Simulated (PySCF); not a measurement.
Broadened absorption spectrum of C3H6P2

Species: C₃H₆P₂.
Numbering: `[CH3:1][P:2]([CH3:3])[C:4]#[P:5]` (hydrogens: H6, H7, H8 on C1; H9, H10, H11 on C3)

Level of theory: TDDFT B3LYP/def2-SVPD, vertical, gas phase, core orbitals frozen in the response (PySCF 2.14.0, density-fitted response routines). Geometry: GFN2-xTB; no solvent, vibrations or thermal averaging.

Each state is given a Gaussian of 0.4 eV full width at half maximum, with ε(max) = 2.175×10⁸ f / Δν̃ (Δν̃ the width in cm⁻¹). The width is an assumption, not a result. The curve ends short of the highest state used, and states not computed would add to its high-energy end.

| E (eV) | ε (L mol⁻¹ cm⁻¹) |
| --- | --- |
| 2.92 | 0 |
| 2.99 | 1 |
| 3.07 | 6 |
| 3.14 | 15 |
| 3.21 | 36 |
| 3.28 | 70 |
| 3.35 | 116 |
| 3.42 | 163 |
| 3.49 | 194 |
| 3.56 | 199 |
| 3.63 | 190 |
| 3.71 | 218 |
| 3.78 | 354 |
| 3.85 | 678 |
| 3.92 | 1223 |
| 3.99 | 1914 |
| 4.06 | 2546 |
| 4.13 | 2868 |
| 4.20 | 2742 |
| 4.28 | 2151 |
| 4.35 | 1503 |
| 4.42 | 953 |
| 4.49 | 584 |
| 4.56 | 366 |
| 4.63 | 238 |
| 4.70 | 163 |
| 4.77 | 155 |
| 4.84 | 288 |
| 4.92 | 848 |
| 4.99 | 2063 |
| 5.06 | 4363 |
| 5.13 | 7889 |
| 5.20 | 12123 |
| 5.27 | 15788 |
| 5.34 | 17394 |
| 5.41 | 16196 |
| 5.49 | 12140 |
| 5.56 | 7874 |
| 5.63 | 4332 |
| 5.70 | 2072 |
| 5.77 | 985 |
| 5.84 | 697 |
| 5.91 | 859 |
| 5.98 | 1231 |

(1) Where are the band maxima, and which computed states make them?

(2) On this curve, what absorbance would a 10⁻⁵ mol/L sample give at 222 nm over a 1 cm path?

(3) Does any computed singlet lie in the visible range?

(4) Coming from long wavelengths, where does ε first pass 100 L mol⁻¹ cm⁻¹?

Answers

(1) 350 nm (3.54 eV), ε about 200, made up of S1 (97%) (hardly more than a shoulder); 299 nm (4.15 eV), ε about 2900, made up of S2 (99%); 232 nm (5.34 eV), ε about 17000, made up of S5 (99%) (ε in L mol⁻¹ cm⁻¹; maxima over ε = 5, shares over 10%). At its high-energy end, 5.98 eV, the curve is still rising (ε about 1200, from S6). The states used: S1 3.52 eV (f 0.0029); S2 4.14 eV (f 0.042); S3 4.52 eV (f 0.0034); S4 5.13 eV (f 0.0030); S5 5.35 eV (f 0.257); S6 6.11 eV (f 0.022); S7 6.49 eV (f 0.057); S8 6.58 eV (f 0.247).

(2) 222 nm is 5.585 eV, where ε is about 6500 L mol⁻¹ cm⁻¹, so A = ε c l ≈ 0.065 (Beer–Lambert, with the gas-phase spectrum and the assumed width).

(3) No computed singlet lies in the visible range (380 to 750 nm); the lowest, at 352 nm, stands 0.26 eV above its violet end (3.26 eV); a Tamm–Dancoff triplet lies at 411 nm, without intensity as long as spin–orbit coupling is left out.

(4) At about 373 nm (3.33 eV), 0.20 eV below S1.
